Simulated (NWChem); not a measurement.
nitrogen trifluoride (NF3); SMILES FN(F)F

Computed with NWChem. Medium grid unless said otherwise, to which SCAN and Minnesota functionals are sensitive. Coordinates come from a PBE0/def2-SVP optimisation.

Among these, which level gives the highest value of “orbital gap (eV)”?
A. B3LYP/def2-TZVPD
B. BLYP/def2-TZVPD
C. PBE0/def2-TZVPD
D. Hartree-Fock/def2-TZVPD

D, Hartree-Fock/def2-TZVPD. Values: BLYP/def2-TZVPD 7.53; B3LYP/def2-TZVPD 10.15; PBE0/def2-TZVPD 10.82; Hartree-Fock/def2-TZVPD 17.31
